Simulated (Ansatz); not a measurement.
# BNH (quartet): the correlation ladder, cc-pVDZ

Aim: climb from Hartree-Fock through coupled cluster and multireference methods for BNH (quartet) at one geometry and basis, and see what each rung misses.

Method: cc-pVDZ, core rule «outside noble gas», up to 2 orbitals frozen; program: Ansatz 0.2.0, Gaussian basis.

To be run: UHF; CCSD(T) on ROHF; CCSD(T) on UHF; BCCD(T) on ROHF; CISD; CCSDT(Q) on ROHF; CCSDT(Q) on UHF; CASSCF and MRCISD+Q, 9 electrons in 9 orbitals; CASSCF and NEVPT2, 9 electrons in 9 orbitals.

22 further runs of the same task are left out: 1 for a mislabelled method, 7 that didn't finish, 14 set aside as unsound or not needed.

## Step 1: The system

The geometry is a PBE0/def2-TZVP stationary point (not a proven minimum).

3 atoms, charge 0, spin multiplicity 4.

Atoms are counted from 1 here; the program's logs count them from 0.

Bond lengths: B1–N2 1.465 Å, N2–H3 1.030 Å. Angles: B1–N2–H3 111.7°.

## Step 2: UHF

File in.yaml:

```yaml
crystal:
  periodic: [false, false, false]
  atoms:
    - {symbol: B, position_ang: [0.000000, 0.079752, 0.863775]}
    - {symbol: N, position_ang: [0.000000, -0.117617, -0.587927]}
    - {symbol: H, position_ang: [0.000000, 0.779045, -1.094669]}
basis:
  gaussian: {orbitals: cc-pVDZ}
magnetization: {spin_polarized: true, initial_magnetization: 3}
hamiltonian: {xc: hf}
output: {orbitals: {seedname: orbitals}}
```

Command:

```
$ ansatz run in.yaml --threads 1 --pin off --events-out ev --progress --plain --max-ram 2393MiB
```

The runs that follow: CCSD(T) on ROHF; CCSD(T) on UHF; BCCD(T) on ROHF; CISD; CCSDT(Q) on ROHF; CCSDT(Q) on UHF; CASSCF and MRCISD+Q, 9 electrons in 9 orbitals; CASSCF and NEVPT2, 9 electrons in 9 orbitals.

**Question.** What will the summary of the whole plan be? Wanted: UCCSDT(Q) below the RHF energy; RMP2 from UCCSDT(Q); UMP2 from UCCSDT(Q); RCCSD from UCCSDT(Q); RCCSD(T) from UCCSDT(Q); UCCSD(T) from UCCSDT(Q); RCCSDT(Q) from UCCSDT(Q); NEVPT2 valence from UCCSDT(Q); MRCISD+Q valence from UCCSDT(Q).

As calculated:

| quantity | value |
| --- | --- |
| UCCSDT(Q) below the RHF energy | -5.4362 eV |
| RMP2 from UCCSDT(Q) | +813.1 meV |
| UMP2 from UCCSDT(Q) | +821.1 meV |
| RCCSD from UCCSDT(Q) | +179.2 meV |
| RCCSD(T) from UCCSDT(Q) | +38.6 meV |
| UCCSD(T) from UCCSDT(Q) | +38.0 meV |
| RCCSDT(Q) from UCCSDT(Q) | +1.9 meV |
| NEVPT2 valence from UCCSDT(Q) | +743.8 meV |
| MRCISD+Q valence from UCCSDT(Q) | +28.0 meV |
| levels within 1 kcal/mol (43 meV) | RCCSD(T), UCCSD(T), BCCD(T), RCCSDT, UCCSDT, RCCSDT(Q), MRCISD+Q valence |
| T1 diagnostic | 0.026 |
| effectively unpaired electrons | 3.01 |

In words: RCCSD(T) misses by +38.6 meV, 0.7 % of the correlation energy. One determinant dominates. Of the multireference levels listed MRCISD+Q valence comes nearest in total energy (+28.0 meV), which doesn't show that its space is the better one. These misses are within one basis, not against nature; the frozen cores of restricted and unrestricted runs differ, which can shift their rows.
